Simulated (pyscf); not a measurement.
Structures and frequencies: ωB97X-D3(BJ)/def2-SVP in PySCF.

PBE/def2-TZVP puts the barrier of [O–Ta(F)(F)(F)–F]• + H₂ -> HO–Ta(F)(F)(F)–F + H• (hydrogen abstraction; doublet surface; H–H broken, H–O formed) at -1.0 kcal/mol and the reaction energy at -14.5 kcal/mol, from the separated reactants. What do PBE0-D3(BJ)/def2-TZVP, M06-2X/def2-TZVP, ωB97M-D3(BJ)/def2-TZVP give on the same structures?

PBE0-D3(BJ): ΔE‡ = 2.4 kcal/mol, ΔE = -16.0 kcal/mol; M06-2X: ΔE‡ = 5.6 kcal/mol, ΔE = -16.6 kcal/mol; ωB97M-D3(BJ): ΔE‡ = 4.8 kcal/mol, ΔE = -15.3 kcal/mol. PBE's barrier lies under all of them, by 3.4 to 6.6 kcal/mol. Its reaction energy lies over all of them, by 0.7 to 2.1 kcal/mol. Low barriers are usual for a GGA, whose delocalisation error favours stretched bonds. At PBE this geometry lies under the reactants; that is no barrier but a single point on another level's saddle; such a level's own saddle, if it has one, lies nearer that side and is low. One saddle was located; it need not be the lowest between these sides. The angle at the transferred H is 153°. Open-shell species with a d-block atom are single-reference here; other states, and whether the spin sits on metal or ligand, were not checked. Elements past Kr carry the def2 core potentials, without spin-orbit coupling.
